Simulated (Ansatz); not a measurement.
# NHS (singlet): trial inputs and their diagnosis at distance N1–S2 = 1.720 Å

4 inputs are run for NHS (singlet) as typed; the log has to tell whether the result can be used and what must change.

Computed with Ansatz 0.2.0, Gaussian basis. Level: the settings change from run to run.

23 further runs of the same task are left out: 2 for a known fault of the program, 1 for a mislabelled method, 17 that didn't finish, 3 set aside as unsound or not needed.

## Step 1: What is computed

The geometry derives from a PBE0/def2-TZVP stationary point (not a proven minimum). One bond is set to the value named and the two fragments are kept rigid.

3 atoms, charge 0, spin multiplicity 1.

Atoms are counted from 1 here; the program's logs count them from 0.

Bond lengths: N1–S2 1.720 Å, N1–H3 1.028 Å. Angles: S2–N1–H3 109.6°.

## Step 2: Try 1

Contents of in.yaml:

```yaml
crystal:
  periodic: [false, false, false]
  atoms:
    - {symbol: N, position_ang: [0.000000, -0.139020, 1.155915]}
    - {symbol: S, position_ang: [0.000000, 0.035912, -0.555166]}
    - {symbol: H, position_ang: [0.000000, 0.789429, 1.598155]}
basis:
  gaussian: {orbitals: def2-SVPD}
magnetization: {spin_polarized: false}
hamiltonian: {pseudopotentials: {relativity: scalar}}
correlation: {method: sc_nevpt2, electrons: outside_noble_gas, diis_vectors: 2}
output: {forces: true}
```

Run with:

```sh
> ansatz run in.yaml --threads 1 --pin off --events-out ev --progress --plain --max-ram 2393MiB
```

Log:

```text
Error: "diis_vectors" apply only to coupled cluster; leave them out
```

It took 0.03 s on 1 thread of Arm Neoverse V2, shared host.

What is wrong: The run was refused. It says: «"diis_vectors" apply only to coupled cluster».

## Step 3: Try 2

Contents of in.yaml:

```yaml
crystal:
  periodic: [false, false, false]
  atoms:
    - {symbol: N, position_ang: [0.000000, -0.139020, 1.155915]}
    - {symbol: S, position_ang: [0.000000, 0.035912, -0.555166]}
    - {symbol: H, position_ang: [0.000000, 0.789429, 1.598155]}
basis:
  gaussian: {orbitals: "6-31G*"}
magnetization: {spin_polarized: true, initial_magnetization: 0}
correlation: {method: ccsd, electrons: all}
nroots: 3
```

Launched as before.

Log:

```text
Error: YAML parse error: error: line 11 column 1: unknown field `nroots`, expected one of crystal, accuracy, basis, kpoints, hamiltonian, magnetization, projection, total_charge, correlation, batch, efield, external_charges, scf, relax, neb, saddle, md, ramp, phonons, dielectric, real_time, elastic, magnetic_configurations, gw, evaluate, workflow, output, checkpoint, execution
  --> <input>:11:1
   |
 9 | magnetization: {spin_polarized: true, initial_magnetization: 0}
10 | correlation: {method: ccsd, electrons: all}
11 | nroots: 3
   | ^ unknown field `nroots`, expected one of crystal, accuracy, basis, kpoints, hamiltonian, magnetization, projection, total_charge, correlation, batch, efield, external_charges, scf, relax, neb, saddle, md, ramp, phonons, dielectric, real_time, elastic, magnetic_configurations, gw, evaluate, workflow, output, checkpoint, execution
```

It took 0.03 s on 1 thread of Arm Neoverse V2, shared host.

What is wrong: The run was refused. The input holds a key that the program doesn't read here. To mend it, remove it or spell it as the reference does.

## Step 4: Try 3

Contents of in.yaml:

```yaml
crystal:
  periodic: [false, false, false]
  atoms:
    - {symbol: N, position_ang: [0.000000, -0.073569, 0.611710]}
    - {symbol: S, position_ang: [0.000000, 0.019005, -0.293794]}
    - {symbol: H, position_ang: [0.000000, 0.417766, 0.845744]}
basis:
  gaussian: {orbitals: STO-3G}
magnetization: {spin_polarized: true, initial_magnetization: 0}
correlation: {method: ccsdt_q, electrons: outside_noble_gas}
scf: {lower_state_search: off}
output: {forces: true}
```

Launched as before.

Log, shortened:

```text
Functional definition: HF
  name "HF"
  cite "Fock, Z. Phys. 61, 126 (1930) doi:10.1007/BF01340294"
  parent pbe
[...]
250 factors; integrals over basis functions are off by at most 2.7e-8 eV
[...]
mean field -12102.65483255 eV, -444.7643616220 hartree, gradient 9.6e-7 eV, S^2 0.600466; 1 other end points of the search recorded, 0 dependent functions left out
6 core orbitals not correlated: weight in the atoms' cores, before any rotation towards them, 0.999 or more for the frozen orbitals, at most 0.001 for the correlated occupied ones
reference -12102.65483255 eV, -444.7643616220 hartree; 6, 6 occupied and 3, 3 virtual orbitals, 250 factors
second order -0.82935060 eV of doubles, -0.00000000 eV of singles
cycle   1  -0.98844143 eV  change   -1.6e-1 eV  update   2.9e-2
[...]
cycle 132  -1.06465781 eV  change   -1.0e-6 eV  update   2.6e-7
perturbative correction -0.00047488 eV, -0.0000174517 hartree
[...]
Total energy: -12103.71996524 eV, -444.8035045266 hartree
Atom 0 at     0.000000    -0.073569     0.611710 Å, force    -0.000000  -139.502497   204.551101 eV/Å
Atom 1 at     0.000000     0.019005    -0.293794 Å, force     0.000000    18.801372  -280.184284 eV/Å
Atom 2 at     0.000000     0.417766     0.845744 Å, force     0.000000   120.701126    75.633183 eV/Å
Dipole moment:     0.000000     0.318198    -0.262328 e Å
Checks for a lower state left out: starts, cluster_reference, orbital_swaps, neighbouring_geometries, increment
```

It took 8 s on 1 thread of Arm Neoverse V2, shared host.

What is wrong: The run converged, which proves nothing about the input. The coordinates are scaled by the bohr-ångström factor. The shortest distance is 0.54 Å, against 1.03 Å in the geometry of step 1. Its energy belongs to another geometry. To mend it, restore the coordinates in ångström.

## Step 5: Try 4

Contents of in.yaml:

```yaml
crystal:
  periodic: [false, false, false]
  atoms:
    - {symbol: N, position_ang: [0.000000, -0.139020, 1.155915]}
    - {symbol: S, position_ang: [0.000000, 0.035912, -0.555166]}
    - {symbol: H, position_ang: [0.000000, 0.789429, 1.598155]}
basis:
  gaussian: {orbitals: cc-pVDZ}
magnetization: {spin_polarized: false, initial_magnetization: 6}
hamiltonian: {xc: {name: r2SCAN}, pseudopotentials: {relativity: scalar}}
correlation: {method: ccsd, electrons: all}
```

The command is unchanged.

Log, shortened:

```text
Functional definition: r2SCAN
  name "r2SCAN"
  cite "Furness, Kaplan, Ning, Perdew & Sun, J. Phys. Chem. Lett. 11, 8208 (2020) doi:10.1021/acs.jpclett.0c02405"
  cite "Furness, Kaplan, Ning, Perdew & Sun, J. Phys. Chem. Lett. 11, 9248 (2020) doi:10.1021/acs.jpclett.0c03077"
  parent r2scan
[...]
375 factors; integrals over basis functions are off by at most 1.5e-3 eV
[...]
a density is far from that of the atoms, so the factors are made again for it
405 factors; integrals over basis functions are off by at most 9.3e-4 eV
[...]
mean field -12349.64513400 eV, -453.8410877842 hartree, gradient 4.4e-6 eV, S^2 12.000000; 1 other end points of the search recorded, 0 dependent functions left out
reference -12326.94486318 eV, -453.0068682186 hartree; 15, 9 occupied and 22, 28 virtual orbitals, 405 factors
second order -5.59200097 eV of doubles, -0.33817166 eV of singles
cycle   1  -6.42690342 eV  change   -4.9e-1 eV  update   5.0e-2
[...]
cycle  10  -6.61853179 eV  change   -1.8e-5 eV  update   2.8e-5
Total energy: -12333.56339497 eV, -453.2500947757 hartree
Relativity: scalar
```

It took 4.3 s on 1 thread of Arm Neoverse V2, shared host.

Diagnosis: The run converged, which proves nothing about the input. Far too many unpaired electrons are asked for. Its energy belongs to the state of multiplicity 7, not to the singlet that was meant. Fix: set initial_magnetization to that of the wanted state.

## Step 6: How the runs ended

| try | level | ended | cause | time |
| --- | --- | --- | --- | --- |
| 1 | 'sc_nevpt2'/def2-SVPD | refused | "diis_vectors" apply only to coupled cluster | 0.03 s |
| 2 | CCSD on UHF/6-31G* | refused | the input holds a key that the program doesn't read here | 0.03 s |
| 3 | CCSDT(Q) on UHF/STO-3G | converged | the coordinates are scaled by the bohr-ångström factor | 8 s |
| 4 | CCSD/cc-pVDZ | converged | far too many unpaired electrons are asked for | 4.3 s |

2 refused, 2 converged. The input that converges on a wrong geometry or spin is the dangerous one: no error points at it, so geometry and ⟨S²⟩ have to be checked.
